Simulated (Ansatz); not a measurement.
# LiMgH (singlet): wave-function methods side by side at distance Li1–Mg2 = 9.610 Å, cc-pVTZ

The task here is to estimate one member of a computed series from the others.

Computed with Ansatz 0.2.0, Gaussian basis. Level: cc-pVTZ, core rule «outside noble gas», up to 6 orbitals frozen.

To be run: UHF; CCSD(T) on RHF; CCSD(T) on UHF; BCCD(T) on RHF; CCSDT(Q) on RHF; CCSDT(Q) on UHF; Full CI.

39 further runs of the same task are left out: 22 for a known fault of the program, 9 that didn't finish, 8 set aside as unsound or not needed. Runs told in other sessions of the task aren't counted.

**What is computed**

The geometry derives from a PBE0/def2-TZVP stationary point (not a proven minimum). One bond is set to the value named and the two fragments are kept rigid.

3 atoms, charge 0, spin multiplicity 1.

Atoms are counted from 1 here; the program's logs count them from 0.

Bond lengths: Mg2–H3 1.746 Å.

Set-up of the first run:

in.yaml reads:

```yaml
crystal:
  periodic: [false, false, false]
  atoms:
    - {symbol: Li, position_ang: [0.000000, 0.000000, 6.988767]}
    - {symbol: Mg, position_ang: [0.000000, 0.000000, -2.621233]}
    - {symbol: H, position_ang: [0.000000, 0.000000, -4.367533]}
basis:
  gaussian: {orbitals: cc-pVTZ}
magnetization: {spin_polarized: true, initial_magnetization: 0}
hamiltonian: {xc: hf}
output: {orbitals: {seedname: orbitals}}
```

Command:

```
$ ansatz run in.yaml --threads 1 --pin off --events-out ev --progress --plain --max-ram 2393MiB
```

Among the steps run: UHF; CCSD(T) on RHF; CCSD(T) on UHF; BCCD(T) on RHF; CCSDT(Q) on RHF; CCSDT(Q) on UHF; Full CI.

One of the session's tables, all rows but one given; the rest of the session is left out.

It belongs to the step «Misses and costs». 

```
   method  from FCI (kcal/mol)
      RHF               +83.78
      UHF               +25.99
     RMP2               +17.78
     UMP2                +6.72
    RCCSD                +3.66
    UCCSD                    ?
 RCCSD(T)                -1.73
 UCCSD(T)                +0.10
  BCCD(T)                -1.32
   RCCSDT                -0.01
   UCCSDT                -0.04
RCCSDT(Q)                +0.02
UCCSDT(Q)                -0.04
      FCI                    0
```

Q: Estimate the row for UCCSD from the others.

**Answer.** from FCI (kcal/mol): +0.40. In the column «from FCI (kcal/mol)» it lies between UCCSD(T) (+0.10) and RCCSD (+3.66).

The program flags RCCSD(T), BCCD(T), RCCSDT(Q) as in doubt (see the logs), so those rows may rest on another solution.

Caveats from the session: The report flags that the cluster equations may have other roots. The determinant of CCSD(T) (⟨S²⟩ 1.01) is far from a pure spin state, so its energy mixes those of several spin states; high orders of coupled cluster remove much of that, low ones don't. The determinant of CCSDT(Q) (⟨S²⟩ 1.01) is far from a pure spin state, so its energy mixes those of several spin states; high orders of coupled cluster remove much of that, low ones don't. The program flags RCCSD(T), BCCD(T), RCCSDT(Q) as in doubt, so those rows may rest on another solution. RCCSD(T), BCCD(T) fall below full CI, which methods that aren't variational can do. Restricted and unrestricted rows rest on different reference determinants; a gap between their highest levels can come from leftover correlation error, from unlike frozen cores or from another state.
